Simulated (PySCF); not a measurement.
**A barrier at the coupled-cluster level**

Start structure (AlNH$_{4}$S, singlet), relaxed at PBE0-D4/def2-TZVP:

| atom | x (Å) | y (Å) | z (Å) |
| --- | --- | --- | --- |
| Al1 | -0.1966 | 0.7539 | 0.0972 |
| N2 | 0.9060 | -0.5278 | 0.5988 |
| S3 | -1.7744 | 0.3460 | -1.3629 |
| H4 | -1.4421 | -0.9496 | -1.4973 |
| H5 | -0.0582 | 2.2068 | 0.6904 |
| H6 | 0.9022 | -1.4796 | 0.2717 |
| H7 | 1.6528 | -0.3901 | 1.2608 |

The step: AlNH₄S ([NH2][AlH][SH]) → AlHS ([AlH][S]) + NH₃ (still joined by a long Al–N bond); bonds formed: N2–H4; bonds broken: S3–H4; bonds weakened to dative contacts: Al1–N2. PySCF 2.14 with density fitting (its default auxiliary sets; JK sets also for MP2 and CCSD(T)); basis: def2-TZVPP and def2-QZVPP; cores frozen in the correlated methods. Extrapolation: Hartree–Fock as exp(−7.88 √X), correlation as X^−2.97. Energies below are by CCSD(T) at an estimated basis limit (MP2 extrapolated from triple and quadruple zeta, plus CCSD(T) − MP2 in triple zeta).

(1) What are the electronic barrier and the energy of the step, from the start structure to the end structure? (Judge from chemistry; the value comes from the calculation.)

No T1 diagnostic of these runs exceeds 0.017.

Answers

(1) By the calculation: Barrier 1.405 eV; step energy 0.665 eV (uphill); reverse barrier, their difference, 0.740 eV. Barrier and step energy count from the start structure, the reverse barrier from the end structure.

The saddle point: One imaginary mode of 1297i cm⁻¹.
| pair | start (Å) | saddle (Å) | end (Å) |
| --- | --- | --- | --- |
| N2–H4 | 3.18 | 1.38 | 1.02 |
| Al1–N2 | 1.76 | 1.90 | 2.04 |
| S3–H4 | 1.34 | 1.66 | 2.95 |

Zero-point energy (harmonic, PBE0-D4): ZPE is 1.141 eV at the start and 1.102 eV at the saddle, so the barrier goes from 1.405 to 1.365 eV.

First-order rate constant out of the start structure at 498 K by transition-state theory, with harmonic vibrational free energies alone and no tunnelling: ΔA‡ = 1.429 eV, so k = (kB T/h) exp(−ΔA‡/kB T) ≈ 10^-1 s⁻¹ (an order of magnitude at best: rotation, the number of equivalent paths and anharmonicity are left out).

Labels in which every atom is bracketed show which atoms are joined, not bond orders.

For scale, one of the runs: CCSD(T)/def2-TZVPP, 171 basis functions, launched by `OMP_NUM_THREADS=4 python run.py`. Hardware: 4 CPU threads of an Arm Neoverse V1, shared host. Wall time 2.7 min; peak host memory 1.3 GiB.
